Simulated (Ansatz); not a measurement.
# C₂H₂+ (doublet): geometry and frequencies at several levels

One table from this session's results is given with a row withheld; the runs are named, their logs left out.

Method: the levels named in each step, in Ansatz 0.2.0.

**Starting point**

Bond lengths: C1–C2 1.240 Å, C1–H3 1.082 Å, C2–H4 1.082 Å. Angles: C1–C2–H4 180.0°, C2–C1–H3 180.0°.

Coordinates:

```xyz
4

C     0.0000    0.0000   -0.6202
C     0.0000    0.0000    0.6202
H     0.0000    0.0000   -1.7023
H     0.0000    0.0000    1.7023
```

Set-up of the first run:

input.yaml reads:

```yaml
crystal:
  periodic: [false, false, false]
  atoms:
    - { symbol: C, position_ang: [0.0, 0.0, -0.62023] }
    - { symbol: C, position_ang: [0.0, 0.0, 0.62023] }
    - { symbol: H, position_ang: [0.0, 0.0, -1.70233] }
    - { symbol: H, position_ang: [0.0, 0.0, 1.70232] }
magnetization:
  spin_polarized: true
  initial_magnetization: 1
total_charge: 1
basis:
  gaussian: { orbitals: def2-SVP }
hamiltonian:
  xc: pbe
  dispersion: d4
relax:
  f_tol: 0.03
  max_steps: 200
```

On the command line:

```bash
$ ansatz run input.yaml --threads 2 --pin off --max-ram 5120MiB --backend cpu --events-out ev --progress --plain --runs-dir out
```

Steps of the session up to this table: A rough first relaxation, PBE-D4/def2-SVP; Relaxation, PBE0-D4/def2-TZVPP; Frequencies, PBE0-D4/def2-TZVPP; Relaxation, PBE-D4/def2-TZVPP; Frequencies, PBE-D4/def2-TZVPP; Relaxation, r2SCAN-D4/def2-TZVPP; Frequencies, r2SCAN-D4/def2-TZVPP; Relaxation, B3LYP-D4/def2-TZVPP; Frequencies, B3LYP-D4/def2-TZVPP; Relaxation, B2PLYP/def2-TZVPP.

One of the session's tables, all rows but one given; the rest of the session is left out.

| level | C1–C2 (Å) | rotational constants (MHz) | highest frequency (cm⁻¹) |
| --- | --- | --- | --- |
| PBE0-D4/def2-TZVPP | 1.2432 | 33434 | 3367 |
| PBE-D4/def2-TZVPP | 1.2553 | 32847 | 3285 |
| r2SCAN-D4/def2-TZVPP | ? | ? | ? |
| B3LYP-D4/def2-TZVPP | 1.2432 | 33463 | 3356 |
| B2PLYP/def2-TZVPP | 1.2465 | 33357 | - |

**Question.** Estimate the row for r2SCAN-D4/def2-TZVPP.

As computed: C1–C2 (Å): 1.2465; rotational constants (MHz): 33311; highest frequency (cm⁻¹): 3358.
